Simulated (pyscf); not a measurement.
A first-order saddle from PySCF, ωB97X-D3(BJ)/def2-SVP:

```
C
H 1 1.1019
H 1 1.2267 2 119.26
H 3 1.0174 1 67.45 2 -68.33
C 1 1.5323 2 117.77 4 -104.62
H 5 1.0995 1 111.14 2 39.79
H 5 1.1007 6 107.74 1 -118.82
H 5 1.1012 6 108.05 7 -117.30
Cl 4 1.8661 3 75.41 1 -169.09
Si 1 1.9281 2 102.65 4 133.30
H 10 1.4845 1 109.50 2 -57.41
H 10 1.4846 11 111.75 3 90.64
H 10 1.4877 11 111.12 12 124.16
```

Surface: singlet, charge 0. Lowest wavenumbers (cm⁻¹): 1526i, 70, 133, 138, 162.

### Question
Name the species on either side of this saddle.

### Answer
`[CH3][CH2][SiH3]` + `[ClH]` ⇌ `[CH3][CH2][SiH3]` + `[ClH]`, a four-centre exchange read from left to right: C–H, Cl–H broken and C–H, Cl–H formed. At ωB97M-D3(BJ)/def2-TZVP it lies +54.7 kcal/mol from the left side and +54.7 kcal/mol from the right (each side as separated species at their lowest minima found). The same reactants have a lower exit, to H₃C–CH₂–SiH₂–Cl + H₂ (barrier +33.2 kcal/mol at ωB97M-D3(BJ)/def2-TZVP, against +54.7 kcal/mol here). H₃C–CH₂–SiH₃ lies 12.8 kcal/mol over its isomer H₃C–SiH₂–CH₃ (electronic energy, ωB97M-D3(BJ)/def2-TZVP). One saddle was located; it need not be the lowest between these sides.
